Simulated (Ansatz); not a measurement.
**BH3, triplet in cc-pVDZ: errors against full CI**

Geometry: a point of a stretch scan, not a stationary point.

```yaml
atoms:
  - { symbol: B, position_ang: [-0.1425, 0.0350, 0.1591] }
  - { symbol: H, position_ang: [0.2838, 0.5740, -0.9218] }
  - { symbol: H, position_ang: [0.5819, 0.0349, 1.0987] }
  - { symbol: H, position_ang: [0.6631, -0.9840, -1.8839] }
```

Basis cc-pVDZ; Ansatz 0.2.0. Only valence electrons are correlated (noble-gas cores frozen), which leaves 6 electrons in 28 orbitals. Prefix R: restricted or restricted open-shell reference; prefix U: unrestricted. Active spaces: valence = (6e, 7o) chosen from the atoms' valence shells; pair = (4e, 4o) about the gap.

Full CI is exact within this basis and frozen core; it isn't the basis-set limit. The frozen core follows each run's orbitals, which can shift R against U totals by a few meV.

For open shells CISD is restricted-active-space CI with the open shells as a complete middle space.

- UHF ⟨S²⟩: 2.007
- T1 diagnostic (RCCSD): 0.0203
- largest doubles amplitude (RCCSD): 0.034
- T1 diagnostic (UCCSD): 0.0118

```
   level  E − E(RHF) (eV)
     UHF          -0.0491
    RMP2          -1.9114
    UMP2          -1.9204
   RCCSD          -2.4894
   UCCSD          -2.4898
RCCSD(T)          -2.5281
UCCSD(T)          -2.5282
```

Problem. Estimate how far full CI in cc-pVDZ lies from RCCSD(T). The table doesn't fix it; the size of (T) and the diagnostics are the guide.

Solution. Full CI in cc-pVDZ lies 0.52 mEh below RCCSD(T), which is 37 % of the (T) step (-1.42 mEh). The diagnostics give no warning, yet the rest is a sizeable part of (T).

The other levels:

```
                   level  E − E(full CI) (mEh)  share of correlation (%)  wall time
                    CISD                  3.80                     95.93     0.27 s
                 BCCD(T)                  0.52                     99.44     0.39 s
                  RCCSDT                  0.03                     99.97          –
                  UCCSDT                  0.02                     99.98          –
               RCCSDT(Q)                  0.01                     99.99      2.9 s
               UCCSDT(Q)                  0.00                    100.00      2.7 s
     CASSCF (pair space)                 78.14                     16.36          –
     NEVPT2 (pair space)                 22.78                     75.62     0.18 s
     MRCISD (pair space)                  3.45                     96.31          –
   MRCISD+Q (pair space)                  0.11                     99.88      0.3 s
  CASSCF (valence space)                 56.20                     39.85          –
  NEVPT2 (valence space)                 18.82                     79.85      2.2 s
  MRCISD (valence space)                  2.67                     97.15          –
MRCISD+Q (valence space)                  1.04                     98.88      2.7 s
```

The correlation energy at full CI, counted from RHF, is -2.542 eV. That run took 47 s on 1 thread of Arm Neoverse V2, shared host over 10,732,176 determinants.

Times hold each run's SCF and search for its determinant on a shared host, so for small cases they say little of a method's own cost; they ran on 1 thread of Arm Neoverse V2.

The full-CI state has the irrep A of C1, in the program's axes.

Natural occupations of full CI about the gap: 1.957 1.949 0.999 0.989 0.023 0.021 0.018 0.008 0.008 0.006; effectively unpaired electrons, Σ n²(2−n)², 2.02.
